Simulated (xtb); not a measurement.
**SiN2H6 (SMILES N[SiH2]N) at GFN2-xTB**

Wanted: a geometry optimisation of SiN2H6. 

The results are computed with xtb 6.7.1.

4 further runs of the same task are left out: 4 set aside as unsound or not needed.

## (1) Starting point

SiN2H6 has 9 atoms, charge 0, and is taken as a singlet. SMILES: `N[SiH2]N`. All atoms were displaced at random from a relaxed shape. The run starts from this shape.

Bond lengths: N1–Si2 1.859 Å, Si2–N3 1.765 Å, N1–H4 1.000 Å, N1–H5 0.933 Å, Si2–H6 1.440 Å, Si2–H7 1.444 Å, N3–H8 1.025 Å, N3–H9 0.985 Å. Some angles: N1–Si2–N3 107.6°, N1–Si2–H6 103.1°, N1–Si2–H7 115.1°, N3–Si2–H6 105.7°, N3–Si2–H7 105.5°, Si2–N1–H4 109.2°, Si2–N1–H5 109.4°, Si2–N3–H8 111.8°, Si2–N3–H9 123.3°, H6–Si2–H7 119.1°.

## (2) A geometry optimisation at GFN2-xTB

The input, geom.xyz:

```xyz
9
H6N2Si
N     -0.898690     0.154310    -1.208910
Si     0.463680     0.519890     0.001300
N      0.255450    -0.559130     1.382810
H     -0.793400    -0.780080    -1.549270
H     -0.968870     0.857610    -1.818630
H      0.130400     1.835640     0.481830
H      1.799610     0.267320    -0.486400
H      0.620760    -1.497810     1.191600
H     -0.590980    -0.643900     1.879470
```

Started as:

```console
$ xtb geom.xyz --gfn2 -o extreme --chrg 0 > xtb.out
```

**Question.** What will come out? Wanted: total energy at the end; dipole moment; HOMO energy; LUMO energy; HOMO–LUMO gap; dispersion energy; mean polarisability.

Computed results:

At GFN2-xTB:

| quantity | value |
| --- | --- |
| total energy at the end | -10.65767 Eh |
| dipole moment | 1.79 D |
| HOMO energy | -10.16 eV |
| LUMO energy | -3.89 eV |
| HOMO–LUMO gap | 6.27 eV |
| dispersion energy | -10.44 kJ/mol |
| mean polarisability (D4 model) | 51.2 bohr³ |

At the final geometry: Bond lengths: N1–Si2 1.732 Å, Si2–N3 1.722 Å, N1–H4 1.008 Å, N1–H5 1.007 Å, Si2–H6 1.460 Å, Si2–H7 1.468 Å, N3–H8 1.007 Å, N3–H9 1.007 Å. Some angles: N1–Si2–N3 112.3°, N1–Si2–H6 104.5°, N1–Si2–H7 114.9°, N3–Si2–H6 107.7°, N3–Si2–H7 103.9°, Si2–N1–H4 118.9°, Si2–N1–H5 118.5°, Si2–N3–H8 119.1°, Si2–N3–H9 118.1°, H6–Si2–H7 113.5°. The optimisation took 13 steps and changed the energy by -0.456 eV.
